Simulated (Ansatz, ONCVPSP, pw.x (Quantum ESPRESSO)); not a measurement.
# pw.x on bcc Ge: one setting changed

Potential: optimised norm-conserving Vanderbilt (ONCV), ONCVPSP 4.0.1.1 (patched build), PBEsol; core [Ar] 3d10, reference 4s2 4p2; waves: 4s: rc 1.90 bohr, ncon 4, nbas 7, qcut 3.4 1/bohr, 2 projectors, debl 1.9 Ha; 4p: rc 2.50 bohr, ncon 3, nbas 7, qcut 2.8 1/bohr, 1 projector; d scattering state at 0.02 Ha: rc 2.50 bohr, ncon 4, nbas 7, qcut 3.8 1/bohr, 2 projectors, debl 1.7 Ha; local part: polynomial inside 1.50 bohr (lpopt 3, dvloc0 0.5 Ha); core correction: Teter function, fcfact 1.75, rcfact 1.5.

The reference run (k-mesh 14³, cutoffs 75/300 Ry, Fermi–Dirac 0.01 Ry, mixing_beta 0.4, conv_thr 1e-9, no spin) gives -0.54 GPa at 18.298 Å³/atom, where all-electron LAPW gives -0.09 GPa. This run, with its own iteration cap, changes degauss to 0.02.

```
&control
  calculation='scf', prefix='x', pseudo_dir='./', outdir='./tmp', tstress=.true., disk_io='none'
/
&system
  ibrav=0, nat=1, ntyp=1, ecutwfc=75, ecutrho=300, nbnd=9,
  occupations='smearing', smearing='fd', degauss=0.02
/
&electrons
  conv_thr=1e-09, mixing_beta=0.4, electron_maxstep=70
/
ATOMIC_SPECIES
Ge 1.0 Ge.UPF
CELL_PARAMETERS angstrom
  -1.66002468 1.66002468 1.66002468
  1.66002468 -1.66002468 1.66002468
  1.66002468 1.66002468 -1.66002468
ATOMIC_POSITIONS crystal
Ge 0.0000 0.0000 0.0000
K_POINTS automatic
14 14 14 0 0 0
```

```bash
pw.x < Ge.scf.in > Ge.scf.out
```

Problem. How does the run end?

Solution. It converges in 6 iterations; the free energy moves by -41.2 meV/atom and the pressure by +0.29 GPa. In a metal, with Fermi–Dirac smearing, F lies below its zero-width value by a term in the square of the width.

```
Message from routine setup:
     using ibrav=0 with symmetry is DISCOURAGED, use correct ibrav instead
     lattice parameter (alat)  =       5.4334  a.u.
     unit-cell volume          =     123.4810 (a.u.)^3
     number of electrons       =         4.00
     number of Kohn-Sham states=            9
     kinetic-energy cutoff     =      75.0000  Ry
     charge density cutoff     =     300.0000  Ry
     scf convergence threshold =      1.0E-09
     Exchange-correlation= PBESOL
     number of k points=   104  Fermi-Dirac smearing, width (Ry)=  0.0200
     iteration #  1     ecut=    75.00 Ry     beta= 0.40
     total energy              =      -8.58604438 Ry
     estimated scf accuracy    <       0.00218792 Ry
     iteration #  2     ecut=    75.00 Ry     beta= 0.40
     total energy              =      -8.58579667 Ry
     estimated scf accuracy    <       0.00062531 Ry
     iteration #  3     ecut=    75.00 Ry     beta= 0.40
     total energy              =      -8.58584302 Ry
     estimated scf accuracy    <       0.00000268 Ry
     iteration #  4     ecut=    75.00 Ry     beta= 0.40
     total energy              =      -8.58584424 Ry
     estimated scf accuracy    <       0.00000006 Ry
     iteration #  5     ecut=    75.00 Ry     beta= 0.40
     total energy              =      -8.58584425 Ry
     estimated scf accuracy    <          5.5E-09 Ry
     iteration #  6     ecut=    75.00 Ry     beta= 0.40
     the Fermi energy is     7.9870 ev
!    total energy              =      -8.58584425 Ry
     estimated scf accuracy    <          4.4E-10 Ry
     smearing contrib. (-TS)   =      -0.00835232 Ry
     The total energy is F=E-TS. E is the sum of the following terms:
     one-electron contribution =       3.79568169 Ry
     hartree contribution      =       0.07341558 Ry
     xc contribution           =      -3.16576619 Ry
     ewald contribution        =      -9.28082301 Ry
     convergence has been achieved in   6 iterations
          total   stress  (Ry/bohr**3)                   (kbar)     P=       -2.47
     Message from routine punch:
     Nothing written, as per user request (disk_io='none')
```

The run took about 10 s on one core of a shared host (Neoverse-V2, 96 threads, 742 GiB, load 52).
